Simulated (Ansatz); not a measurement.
Reaction (SMILES): N#C (CH-N) + 3 [H][H] (H2) → C (CH4) + N (NH3)
B3LYP-D3(BJ)/def2-TZVP geometries, fixed; electronic energies without zero-point terms.

Basis-set convergence of the energy of full hydrogenation at MP2 with Ansatz (a first-principles code). All functions are spherical. Cores are frozen. No added dispersion term, no relativity. Functions are those of the species that has most. Reference: Hartree-Fock in aug-cc-pVQZ plus the correlation part extrapolated as X^-3 from aug-cc-pVTZ and aug-cc-pVQZ, -75.99 kcal/mol, itself unsure by roughly 0.16 kcal/mol (a third of the extrapolation step and of the last Hartree-Fock step). Deviations are taken from unrounded values.

| basis | functions | energy of full hydrogenation (kcal/mol) | minus reference (kcal/mol) |
|---|---|---|---|
| pcseg-0 | 20 | -50.09 | 25.90 |
| def2-SVP | 34 | -72.16 | 3.83 |
| pcseg-1 | 34 | -69.18 | 6.81 |
| 6-311+G** | 50 | -70.40 | 5.59 |
| def2-TZVP | 68 | -69.41 | 6.58 |
| def2-TZVPP | 87 | -74.59 | 1.40 |
| def2-TZVPPD | 105 | -75.59 | 0.41 |
| aug-cc-pVTZ | 138 | -76.00 | -0.01 |
| aug-pcseg-2 | 138 | -76.09 | -0.09 |
| cc-pVQZ | 175 | -75.16 | 0.83 |
| def2-QZVPP | 177 | -75.82 | 0.18 |
| pcseg-3 | 192 | -76.12 | -0.13 |
| def2-QZVPPD | 195 | -76.00 | -0.01 |

The smallest set listed that lies within 2 kcal/mol of the reference with all its larger relatives (same family, alike in diffuse functions; a set with none counts only in the reference's own line) is def2-TZVPP (87 functions, 1.40 kcal/mol off). Inside, with no larger relative to test it: aug-pcseg-2, cc-pVQZ, pcseg-3. (Relatives not listed, tested too: def2-QZVP 0.18, aug-cc-pVQZ 0.14 kcal/mol.)
